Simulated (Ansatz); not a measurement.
# C4H2: the cost of one run

Method: the levels named in each step, in Ansatz 0.2.0.

**1. Starting point**

Bond lengths: C1–C2 1.204 Å, C2–C3 1.360 Å, C3–C4 1.204 Å, C1–H5 1.048 Å, C4–H6 1.048 Å. Angles: C1–C2–C3 180.0°, C2–C1–H5 180.0°, C2–C3–C4 180.0°, C3–C4–H6 180.0°.

Coordinates:

```xyz
6

C     0.0000    0.0000   -1.8839
C     0.0000    0.0000   -0.6801
C     0.0000    0.0000    0.6801
C     0.0000    0.0000    1.8840
H     0.0000    0.0000   -2.9322
H     0.0000    0.0000    2.9322
```

**2. A rough first relaxation, PBE-D4/def2-SVP**

This run stands in another session on the same molecule. It ended at:

```xyz
6

C     0.0000    0.0000   -1.9145
C     0.0000    0.0000   -0.6846
C     0.0000    0.0000    0.6846
C     0.0000    0.0000    1.9145
H     0.0000    0.0000   -2.9954
H     0.0000    0.0000    2.9954
```

**3. Relaxation, B2PLYP/def2-TZVPP**

input.yaml

```yaml
crystal:
  periodic: [false, false, false]
  atoms:
    - { symbol: C, position_ang: [0.0, 0.0, -1.91454781] }
    - { symbol: C, position_ang: [0.0, 0.0, -0.6845588] }
    - { symbol: C, position_ang: [0.0, 0.0, 0.68455557] }
    - { symbol: C, position_ang: [0.0, 0.0, 1.91454485] }
    - { symbol: H, position_ang: [0.0, 0.0, -2.99539479] }
    - { symbol: H, position_ang: [0.0, 0.0, 2.99539097] }
basis:
  gaussian: { orbitals: def2-TZVPP }
hamiltonian:
  xc: { name: B2PLYP }
relax:
  f_tol: 0.002
  max_steps: 150
```

On the command line:

```sh
$ ansatz run input.yaml --threads 4 --pin off --max-ram 10240MiB --backend cpu --events-out ev --progress --plain --runs-dir out
```

**Question.** How long does this run take on 4 threads of Intel Xeon at 2.50GHz (Skylake/Cascade Lake), shared host, and how much memory does it need?

About 48 s, with a peak of 0.53 GiB.
